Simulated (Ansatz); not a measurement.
```yaml
crystal:
  periodic: [false, false, false]
  atoms:
    - {symbol: C, position_ang: [-1.166034, 0.673816, -0.471616]}
    - {symbol: S, position_ang: [-0.224555, -0.850736, -0.409729]}
    - {symbol: C, position_ang: [1.070239, -0.522061, 0.786102]}
    - {symbol: H, position_ang: [-1.869232, 0.579977, -1.299817]}
    - {symbol: H, position_ang: [-0.508991, 1.531481, -0.602238]}
    - {symbol: H, position_ang: [-1.717779, 0.736599, 0.466770]}
    - {symbol: H, position_ang: [0.490906, -0.707251, -1.545309]}
    - {symbol: H, position_ang: [0.590711, -0.499435, 1.765101]}
    - {symbol: H, position_ang: [1.764263, -1.362059, 0.741994]}
    - {symbol: H, position_ang: [1.570482, 0.419678, 0.568743]}
basis:
  gaussian: {orbitals: "6-31G*"}
total_charge: 1
hamiltonian: {xc: {name: HF}}
correlation: {active_space: {window: {electrons: 40, orbitals: 30}}}
output: {forces: true}
```

```sh
$ ansatz run in.yaml --threads 2 --pin off --events-out ev --progress --plain --max-ram 32768MiB --backend cuda --devices 0, --max-vram 18GiB
```

Output, abridged:

```
Functional definition: HF
682 factors; integrals over basis functions are off by at most 6.4e-4 eV
mean field evaluation 1: about -12979.0810 eV, gradient 2.9e1 eV
mean field evaluation 2: about -12979.1496 eV, gradient 2.9e1 eV
mean field evaluation 4: about -12981.3237 eV, gradient 2.4e0 eV
mean field evaluation 8: about -12981.3473 eV, gradient 3.8e-4 eV
mean field -12981.34725782 eV, -477.0557126517 hartree, gradient 4.3e-6 eV, S^2 0.000000; 0 other end points of the search recorded, 0 dependent functions left out
reference -12981.34725782 eV, -477.0557126517 hartree; 17, 17 occupied and 46, 46 virtual orbitals, 682 factors
Error: 40 electrons in 30 orbitals form no window around the highest filled level of the reference
```

Q: Something in this input is off. What?

A: The active space doesn't fit the electrons. The run stopped with an error.
